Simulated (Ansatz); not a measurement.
Input file:

```yaml
crystal:
  periodic: [false, false, false]
  atoms:
    - {symbol: B, position_ang: [0.000000, -0.130825, 0.102454]}
    - {symbol: H, position_ang: [0.000000, 1.012947, -2.292436]}
    - {symbol: H, position_ang: [0.000000, 0.390259, 1.193527]}
basis:
  gaussian: {orbitals: "6-31++G**"}
total_charge: -1
magnetization: {spin_polarized: true, initial_magnetization: 2}
hamiltonian: {xc: {name: r2SCAN}}
```

```sh
$ ansatz run in.yaml --threads 1 --pin off --events-out ev --progress --plain --max-ram 2393MiB
```

Output:

```
301 factors; their error is unknown
mean field evaluation 1: about -700.8322 eV, gradient 9.7e0 eV
mean field evaluation 2: about -688.3173 eV, gradient 2.7e1 eV
mean field evaluation 4: about -702.2338 eV, gradient 2.0e0 eV
mean field evaluation 8: about -702.3283 eV, gradient 2.6e-1 eV
mean field evaluation 16: about -702.3160 eV, gradient 2.2e-5 eV
mean field evaluation 32: about -702.1959 eV, gradient 8.1e-1 eV
mean field -702.31597114 eV, -25.8096358925 hartree, gradient 2.2e-5 eV, S^2 2.068108; 6 other end points of the search recorded, 0 dependent functions left out
reference -702.31600550 eV, -25.8096371553 hartree; 5, 3 occupied and 26, 28 virtual orbitals, 301 factors
Total energy: -702.31600550 eV, -25.8096371553 hartree
```

Ran on 1 thread of Arm Neoverse V2, shared host: 1.9 s wall, 0.15 GiB peak host memory.
